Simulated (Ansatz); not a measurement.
hcp Co, treated with r²SCAN (Ansatz, a quantum-chemistry and plane-wave program, plane waves, PAW).

A relaxed, unreconstructed slab of the (0001) face has 6 atoms, two equal faces of 5.286 Å² each and an energy of -30787.7091 eV. A bulk cell of 2 atoms with the same orientation and in-plane k mesh has -10263.0540 eV. Energies are extrapolated to zero smearing.

Settings: plane-wave cutoff 500 eV, 30×30×1 k mesh (along the axes of the cell as run), Fermi–Dirac smearing 0.1 eV, spin-polarised with parallel moments, scalar-relativistic PAW data made under PBE.

Worked out: γ = (E_slab − N E_bulk per atom)/2A = [-30787.7091 − 6 × (-10263.0540/2)]/(2 × 5.286) = 0.1374 eV/Å². With 16.022 J/m² per eV/Å² this is 2.20 J/m², or 0.73 eV per surface cell and face.

Note: a magnet's gap depends somewhat on the PAW data.
